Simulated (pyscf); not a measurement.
7 gas-phase steps of one pattern: four-centre exchange on the singlet surface, F/Cl/Br/I–H, H–Si/Ge/Sn broken and F/Cl/Br/I–Si/Ge/Sn, H–H formed. PySCF, gas phase, ωB97X-D3(BJ)/def2-SVP geometries. Electronic energies in kJ/mol, from the separated reactants; ΔE‡ and ΔE at ωB97M-D3(BJ)/def2-TZVP. Rows were drawn at random from the steps of this pattern with a verified saddle, stable references and no exit in the data more than 5 kcal/mol lower.

```json
[
 {"row": "1", "step": "SiH₄ + HF → F–SiH₃ + H₂", "ΔE": "-108.3", "ΔE‡": "131.1"},
 {"row": "2", "step": "H₂N–SiH₂–NH₂ + HCl → H₂N–SiH(NH₂)–Cl + H₂", "ΔE": "-101.7", "ΔE‡": "96.6"},
 {"row": "3", "step": "GeH₂ [singlet] + HF → F–GeH: [singlet] + H₂", "ΔE": "-94.5", "ΔE‡": "12.0"},
 {"row": "4", "step": "H₃C–SnH₃ + HCl -> H₃C–SnH₂–Cl + H₂", "ΔE": "-76.6", "ΔE‡": "109.0"},
 {"row": "5", "step": "H₃Si–GeH₃ + HCl → Cl–SiH₂–GeH₃ + H₂", "ΔE": "-69.1", "ΔE‡": "?"},
 {"row": "6", "step": "HS–GeH₃ + HCl → HS–GeH₂–Cl + H₂", "ΔE": "-55.9", "ΔE‡": "154.6"},
 {"row": "7", "step": "H₃Ge–GeH₃ + HCl -> Cl–GeH₂–GeH₃ + H₂", "ΔE": "-49.2", "ΔE‡": "157.3"}
]
```

Fit ΔE‡ = a + b·ΔE to the other rows and predict row 5.

Over the 6 complete rows the means are -81.0 (ΔE) and 110.1 (ΔE‡); least squares gives b = 1.21 and a = 208.2 kJ/mol, with residuals of 40.9 kJ/mol (root mean square; largest 81.9, row 3). For row 5: 208.2 + 1.21 × (-69.1) = 124.6 kJ/mol. The computed barrier is 148.2 kJ/mol, 23.6 over the line. The scatter is large against the spread of the barriers, so the line says little here. Each barrier is that of the saddle found. Elements up to Kr have no core potential and no relativistic terms here. Elements past Kr carry the def2 core potentials, without spin-orbit coupling.
